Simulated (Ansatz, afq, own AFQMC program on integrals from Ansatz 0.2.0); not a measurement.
Integrals from Ansatz 0.2.0, then the random walk in our own AFQMC program (afq).

```yaml
crystal:
  periodic: [false, false, false]
  atoms:
    - {symbol: Br, position_ang: [0.000000, 0.000000, -1.645333]}
    - {symbol: H, position_ang: [0.000000, 0.000000, 0.132667]}
    - {symbol: S, position_ang: [0.000000, 0.000000, 1.512667]}
basis:
  gaussian: {orbitals: cc-pVTZ}
magnetization: {spin_polarized: true, initial_magnetization: 2}
correlation: {method: ccsd_t, electrons: outside_noble_gas, hamiltonian_folder: ham}
```

```sh
$ ansatz run in.yaml --threads 1 --pin off --events-out ev --progress --plain --max-ram 16896MiB --backend cuda --devices 0, --max-vram 18GiB
```

afq runs on the folder ham with

```
--method phaseless --trial cisd --walkers 2600 --populations 20 --least-time 60 --time-step 0.005 --steps-per-block 50 --equilibration-blocks 28 --max-blocks 4000 --target-error 0.00022 --factor-cut 1e-05 --start spin_pure --seed 8988 --release-times 0.24,0.51,0.99,1.62,2.4 --release-step 0.03 --release-every 3 --taylor-order 6
```

Times are imaginary, in 1/Eh. The walk had a cap of 245 s. With eight or more populations the least sampling time is a fifth of least-time, and the error comes from their spread. Filled inner d shells are frozen with the cores.

afq prints:

```
orbitals 72  electrons 8 6  factors 483 of 550
reference energy -2970.52420367 Eh
CCSD correlation -0.34376066 Eh in 12 cycles, weight of the determinant in the CISD state 0.8545
energy of the start -2970.866154 Eh
 block  time / (1/Eh)  mean weight  energy / Eh
     1     0.250  1.0000  -2970.861009
     2     0.500  0.9998  -2970.865651
     3     0.750  1.0001  -2970.869943
     4     1.000  0.9999  -2970.873817
     5     1.250  1.0001  -2970.876302
     8     2.000  0.9997  -2970.881220
    11     2.750  1.0002  -2970.882432
    14     3.500  0.9999  -2970.881252
    17     4.250  1.0001  -2970.882553
    20     5.000  1.0003  -2970.883106
    23     5.750  0.9999  -2970.883933
    26     6.500  0.9999  -2970.882436
    29     7.250  1.0000  -2970.882298
    32     8.000  0.9996  -2970.881908
    35     8.750  1.0002  -2970.881870
    38     9.500  1.0000  -2970.882277
    41    10.250  1.0003  -2970.883033
    44    11.000  1.0002  -2970.882502
    47    11.750  0.9998  -2970.881504
    48    12.000  0.9998  -2970.880260
    50    12.500  1.0002  -2970.881202
    53    13.250  0.9995  -2970.882474
    56    14.000  1.0004  -2970.882272
    59    14.750  1.0001  -2970.883156
    62    15.500  0.9998  -2970.883437
    65    16.250  1.0002  -2970.882528
    68    17.000  0.9997  -2970.881576
    71    17.750  1.0001  -2970.880851
    74    18.500  1.0004  -2970.881885
    77    19.250  1.0003  -2970.883623
    78    19.500  0.9993  -2970.884086
error from the spread of 20 populations
released: time / (1/Eh)  energy / Eh  error  mean overlap
  0.24  -2970.882373  0.000461  0.9952
  0.51  -2970.883126  0.000182  0.9916
  0.99  -2970.883300  0.000182  0.9876
  1.62  -2970.883005  0.000211  0.9828
  2.40  -2970.883276  0.000393  0.9792
energy -2970.882300 +/- 0.000140 Eh
(rows thinned)
```

The run passed its tests (sampling time, drift between the halves within three errors, error under three times the target), which doesn't prove that it has relaxed.

Against this walk (error 3.8 meV) on the same determinant: CCSD(T) 31.2 meV higher, CCSDT(Q) 24.5 meV lower. The error is statistical and leaves out the bias of the constraint. Released to 1.62 1/Eh the energy lies 19 ± 7 meV (both errors) below the phaseless value, which shows part or all of the bias of the constraint, and CCSDT(Q) lies 5.3 meV below the released value. CCSDT(Q) is the surest value here, so the walk's 24 meV above it is most likely the bias of the constraint with this trial, which can have either sign.

Cautions: constraint bias not in the error; no relativity below Rb; no spin-orbit coupling; inner d shell frozen; lower spins were not checked.

The walk took 2.1 min on 1 × NVIDIA H100 80GB HBM3 with 2 threads of AMD EPYC 7R13 Processor (Zen 3), on a shared host (the card was shared). The log's last line is the phaseless energy.

CCSDT and higher add their correlation energy to the determinant of the CCSD(T) run, since their own runs factorise the integrals more tightly (a shift of under 2 meV). A walk keeps the symmetry of its determinant, which the program's search chose and which needn't be the lowest solution, so a lower state of the same spin and another symmetry isn't excluded.
